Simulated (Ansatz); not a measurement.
A run of Ansatz (development build ahead of 0.2.0) on doublet C₂HO at this shape:

```xyz
4

H    -0.1378    0.1757    0.1547
C     0.3235    0.5704    1.0036
C     1.0650    0.4706    2.0251
O     1.7535    0.5486    2.9451
```

Its results:

```json
{
  "Converged": "yes",
  "Total energy": "-150.96439 hartree",
  "Spin squared of the determinant": "0.815",
  "Stability test": "minimum"
}
```

Forces (eV/Å):
```json
{"atom": "H1", "Fx": "-0.534", "Fy": "-0.379", "Fz": "-0.880"}
{"atom": "C2", "Fx": "0.250", "Fy": "0.181", "Fz": "0.620"}
{"atom": "C3", "Fx": "0.076", "Fy": "0.376", "Fz": "-0.227"}
{"atom": "O4", "Fx": "0.208", "Fy": "-0.178", "Fz": "0.488"}
```

Task: Which input gives this output? Name the method, the orbitals and the basis set, and write the input.

Result: UHF in def2-SVP.

```yaml
crystal:
  periodic: [false, false, false]
  atoms:
    - { symbol: H, position_ang: [-0.13784, 0.17569, 0.15471] }
    - { symbol: C, position_ang: [0.32348, 0.57039, 1.00357] }
    - { symbol: C, position_ang: [1.06501, 0.47063, 2.02511] }
    - { symbol: O, position_ang: [1.75352, 0.54857, 2.94512] }
basis:
  gaussian: { orbitals: def2-SVP }
magnetization:
  spin_polarized: true
  initial_magnetization: 1
hamiltonian:
  xc: hf
output:
  forces: true
```
